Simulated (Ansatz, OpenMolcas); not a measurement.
**How methods differ on CH4FSi (SMILES [CH2][SiH2]F)**

CH4FSi has 7 atoms, charge 0, and is taken as a doublet. As SMILES, `[CH2][SiH2]F`. The coordinates come from a PBE0-D4/def2-TZVP relaxation. This is one conformer, not always the lowest.

Quantity: the vertical electron affinity (to the singlet anion), in eV. The values are calculated.

The electron affinity is E(neutral) − E(anion): positive where the electron is bound.

| level | kind | program | value (eV) | CPU time (all runs) |
| --- | --- | --- | --- | --- |
| UHF/6-311+G** | Hartree–Fock | Ansatz | -0.59 | 4.8 s |
| U-r2SCAN/6-311+G** | meta-GGA | Ansatz | 0.70 | 27 s |
| UB3LYP/6-311+G** | global hybrid | OpenMolcas | 0.86 | 1.8 min |
| U-wB97M-V/6-311+G** | range-separated hybrid | Ansatz | 0.88 | 2.3 min |
| U-wB97X/6-311+G** | range-separated hybrid | Ansatz | 0.81 | 61 s |
| UB2PLYP/6-311+G** | double hybrid | Ansatz | 0.72 | 22 s |
| RPA@PBE/6-311+G** | RPA | Ansatz | 0.74 | 24 s |
| UMP2/6-311+G** | perturbation theory | Ansatz | 0.64 | 5.3 s |
| UCCSD/6-311+G** | coupled cluster or CI | Ansatz | 0.47 | 56 s |

Where it was recorded, the anion's HOMO is positive in U-r2SCAN/6-311+G**, UB3LYP/6-311+G**, UB2PLYP/6-311+G**: a fault of the level (basis or self-interaction), which says nothing on whether the real anion is bound. The values span -0.59 to 0.88 eV. The levels disagree on the sign; a negative value means an electron held by the basis alone. Times are those of the runs behind each value, whatever else they computed, on shared processors of several kinds: orders of magnitude only.
